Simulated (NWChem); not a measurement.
Program: NWChem. System: acetylene (C₂H₂), charge 0, spin multiplicity 1, at a geometry optimised with PBE0/def2-SVP. Level: HF/Sadlej pVTZ.

Output (cleaned and shortened):

```
             Northwest Computational Chemistry Package (NWChem) 7.3.0
             --------------------------------------------------------

                                NWChem Input Module
                                -------------------

 Scaling coordinates for geometry "geometry" by  1.889725989
 (inverse scale =  0.529177249)

 Turning off AUTOSYM since
 SYMMETRY directive was detected!

                             Geometry "geometry" -> ""
                             -------------------------

 Output coordinates in angstroms (scale by  1.889725989 to convert to a.u.)

  No.       Tag          Charge          X              Y              Z
 ---- ---------------- ---------- -------------- -------------- --------------
    1 C                    6.0000     0.00000000     0.00000000    -0.60426500
    2 C                    6.0000     0.00000000     0.00000000     0.60426500
    3 H                    1.0000     0.00000000     0.00000000    -1.67924200
    4 H                    1.0000     0.00000000     0.00000000     1.67924200

 Effective nuclear repulsion energy (a.u.)      24.6089184991

            Nuclear Dipole moment (a.u.)
            ----------------------------
        X                 Y               Z
 ---------------- ---------------- ----------------
     0.0000000000     0.0000000000     0.0000000000

      Symmetry information
      --------------------

 Group name             D2h
 Group number             26
 Group order               8
 No. of unique centers     2

      Symmetry unique atoms

     1    3


 Summary of "ao basis" -> "" (spherical)
 ------------------------------------------------------------------------------
       Tag                 Description            Shells   Functions and Types
 ---------------- ------------------------------  ------  ---------------------
 *                        sadlej_pvtz                 on all atoms

  xc_inp: hfexch multiplicative factor not found.
                              NWChem Property Module
                              ----------------------

                                 NWChem DFT Module
                                 -----------------

 Summary of "ao basis" -> "ao basis" (spherical)
 ------------------------------------------------------------------------------
       Tag                 Description            Shells   Functions and Types
 ---------------- ------------------------------  ------  ---------------------
 C                        sadlej pvtz               10       24   5s3p2d
 H                        sadlej pvtz                5        9   3s2p

 Summary of "ao basis" -> "ao basis" (spherical)
 ------------------------------------------------------------------------------
       Tag                 Description            Shells   Functions and Types
 ---------------- ------------------------------  ------  ---------------------
 C                        sadlej pvtz               10       24   5s3p2d
 H                        sadlej pvtz                5        9   3s2p

            General Information
            -------------------
          SCF calculation type: DFT
          Wavefunction type:  closed shell.
          No. of atoms     :     4
          No. of electrons :    14
           Alpha electrons :     7
            Beta electrons :     7
          Charge           :     0
          Spin multiplicity:     1
          Use of symmetry is: off; symmetry adaption is: off
          Maximum number of iterations: 100
          AO basis - number of functions:    66
                     number of shells:    30
          Convergence on energy requested:  1.00D-06
          Convergence on density requested:  1.00D-05
          Convergence on gradient requested:  5.00D-04

              XC Information
              --------------
                     Hartree-Fock (Exact) Exchange  1.000

          Convergence Information
          -----------------------
          Convergence aids based upon iterative change in
          total energy or number of iterations.
          Levelshifting, if invoked, occurs when the
          HOMO/LUMO gap drops below (HL_TOL):  1.00D-02
          DIIS, if invoked, will attempt to extrapolate
[...]
     6      0.117254  1 C  px                30      0.117253  2 C  px
     9      0.044307  1 C  px                33      0.044307  2 C  px
    16      0.036076  1 C  d -1              40     -0.036077  2 C  d -1

 Vector    7  Occ=2.000000D+00  E=-4.099876D-01
              MO Center= -2.1D-15, -1.2D-15, -1.9D-06, r^2= 1.4D+00
   Bfn.  Coefficient  Atom+Function         Bfn.  Coefficient  Atom+Function
  ----- ------------  ---------------      ----- ------------  ---------------
     6      0.446604  1 C  px                30      0.446602  2 C  px
     9      0.168761  1 C  px                33      0.168760  2 C  px
     7     -0.117254  1 C  py                31     -0.117253  2 C  py
    10     -0.044307  1 C  py                34     -0.044307  2 C  py
    18     -0.036076  1 C  d  1              42      0.036077  2 C  d  1

 Vector    8  Occ=0.000000D+00  E= 3.986973D-02
              MO Center=  1.6D-14,  4.1D-14, -2.7D-04, r^2= 1.8D+01
   Bfn.  Coefficient  Atom+Function         Bfn.  Coefficient  Atom+Function
  ----- ------------  ---------------      ----- ------------  ---------------
     5      3.063860  1 C  s                 29      3.064799  2 C  s
    51     -2.681788  3 H  s                 60     -2.681041  4 H  s
    50     -1.492093  3 H  s                 59     -1.492130  4 H  s
    14     -1.142158  1 C  pz                38      1.141574  2 C  pz
     4      0.631210  1 C  s                 28      0.631175  2 C  s

 Vector    9  Occ=0.000000D+00  E= 4.376504D-02
              MO Center= -1.6D-13, -1.5D-13,  2.6D-04, r^2= 2.5D+01
   Bfn.  Coefficient  Atom+Function         Bfn.  Coefficient  Atom+Function
  ----- ------------  ---------------      ----- ------------  ---------------
     5     10.647858  1 C  s                 29    -10.647552  2 C  s
    51      8.067917  3 H  s                 60     -8.068180  4 H  s
    14      6.450662  1 C  pz                38      6.450763  2 C  pz
    50     -0.463118  3 H  s                 59      0.462966  4 H  s
     4     -0.331654  1 C  s                 28      0.331707  2 C  s

 Vector   10  Occ=0.000000D+00  E= 9.664761D-02
              MO Center=  1.2D-12,  5.3D-13, -2.8D-04, r^2= 1.4D+01
   Bfn.  Coefficient  Atom+Function         Bfn.  Coefficient  Atom+Function
  ----- ------------  ---------------      ----- ------------  ---------------
    12      4.553440  1 C  px                36     -4.553557  2 C  px
    23     -2.619796  1 C  d  1              47     -2.619684  2 C  d  1
    13      2.224289  1 C  py                37     -2.224346  2 C  py
     9      1.593763  1 C  px                33     -1.593801  2 C  px
    21      1.279732  1 C  d -1              45      1.279677  2 C  d -1

 center of mass
 --------------
 x =   0.00000000 y =   0.00000000 z =   0.00000000

 moments of inertia (a.u.)
 ------------------
          51.591547021263           0.000000000000           0.000000000000
           0.000000000000          51.591547021263           0.000000000000
           0.000000000000           0.000000000000           0.000000000000

     Multipole analysis of the density
     ---------------------------------

     L   x y z        total         alpha         beta         nuclear
     -   - - -        -----         -----         ----         -------
     0   0 0 0     -0.000000     -7.000000     -7.000000     14.000000

     1   1 0 0      0.000000      0.000000      0.000000      0.000000
     1   0 1 0      0.000000      0.000000      0.000000      0.000000
     1   0 0 1      0.000014      0.000007      0.000007      0.000000

     2   2 0 0    -10.432383     -5.216191     -5.216191      0.000000
     2   1 1 0     -0.000000     -0.000000     -0.000000      0.000000
     2   1 0 1     -0.000000     -0.000000     -0.000000      0.000000
     2   0 2 0    -10.432383     -5.216191     -5.216191      0.000000
     2   0 1 1      0.000000      0.000000      0.000000      0.000000
     2   0 0 2     -4.946103    -20.366480    -20.366480     35.786856

 *** CALLING NEW AORESP DRIVER FOR CLOSED AND OPEN SHELLS ***
 Entering AOResponse driver routine

--------------------------------------------------------------------------------

          ****************
          *** RESPONSE ***
          ****************

 Response module for NWChem and dynamic CPKS solver

          -----------------------------------------------
          Solving response equations for perturbing field
          -----------------------------------------------

 number of frequencies:     1
 frequency in a.u.:  0.0000000E+00
 Perturbing field: electric
 Using El. Dipole Length Gauge

 Setting up CPKS with frequency omega =      0.00000000 a.u.

 STATIC response

                                NWChem CPHF Module
                                ------------------

  scftype          =     RHF
  nclosed          =        7
  nopen            =        0
  variables        =      413
  # of vectors     =        3
  tolerance        = 0.10D-03
  level shift      = 0.00D+00
  max iterations   =       50
  max subspace     =       30

 SCF residual:    5.7009861699206092E-005

Iterative solution of linear equations
  No. of variables      413
  No. of equations        3
  Maximum subspace       30
        Iterations       50
       Convergence  1.0D-04

   iter   nsub   residual    time
   ----  ------  --------  ---------
     1      3    2.05D+00       1.8
     2      6    1.07D+00       2.4
     3      9    8.46D-02       2.8
     4     12    1.13D-02       3.3
     5     15    1.25D-03       3.9
     6     18    1.32D-04       4.4
     7     21    2.23D-05       5.0

 Electric Dipole Response Matrix (nonzero elements):

              1        2        3
    1   19.0672   0.0000   0.0000
    2    0.0000  19.0672   0.0000
    3    0.0000   0.0000  32.0389

 ------------------------------------------
 average:        23.39108 + I       0.00000

 DFT Linear Response polarizability / au
 Frequency  =       0.0000000 / au
 Wavelength = -999999.0000000 / nm
              X              Y              Z
 -----------------------------------------------
 X      19.0671773      0.0000000      0.0000000
 Y       0.0000000     19.0671773      0.0000000
 Z       0.0000000      0.0000000     32.0388841
 -----------------------------------------------
 Eigenvalues =      19.0671773     19.0671773     32.0388841
 Isotropic   =      23.3910795
 Anisotropic =      12.9717068
 -----------------------------------------------

 Magnetic Dipole Response Matrix (nonzero elements):
 Optical rotation tensor Beta

 *** static G'=0. Use GPRIME input with finite omega
 *** or better ORBETA without GPRIME for small or zero freq.

 zero matrix

 ------------------------------------------
 average:         0.00000 + I       0.00000

 Exiting AOResponse driver routine

          -------------
          Dipole Moment
          -------------

 Center of charge (in au) is the expansion point
         X =       0.0000000 Y =       0.0000000 Z =       0.0000000

   Dipole moment        0.0000143946 A.U.
             DMX        0.0000000000 DMXEFC        0.0000000000
             DMY        0.0000000000 DMYEFC        0.0000000000
             DMZ        0.0000143946 DMZEFC        0.0000000000
   -EFC- dipole         0.0000000000 A.U.
   Total dipole         0.0000143946 A.U.

   Dipole moment        0.0000365877 Debye(s)
             DMX        0.0000000000 DMXEFC        0.0000000000
             DMY        0.0000000000 DMYEFC        0.0000000000
             DMZ        0.0000365877 DMZEFC        0.0000000000
   -EFC- dipole         0.0000000000 DEBYE(S)
   Total dipole         0.0000365877 DEBYE(S)

 1 a.u. = 2.541766 Debyes

 Task  times  cpu:        5.0s     wall:        5.0s

 Total times  cpu:        5.0s     wall:        5.0s
```

**Question.** Write an NWChem input that would produce this output.

**Answer.** Several could match; the one computed here: 
```
start mol
memory heap 200 mb stack 900 mb global 1100 mb
geometry units angstroms nocenter noautoz
  C      0.000000     0.000000    -0.604265
  C      0.000000     0.000000     0.604265
  H      0.000000     0.000000    -1.679242
  H      0.000000     0.000000     1.679242
  symmetry group D2h
end
basis spherical
  * library sadlej_pvtz
end
dft
  xc hfexch
  semidirect memsize 60000000 filesize 0
  iterations 100
end
property
  dipole
  response 1 0.0
end
task dft property
```
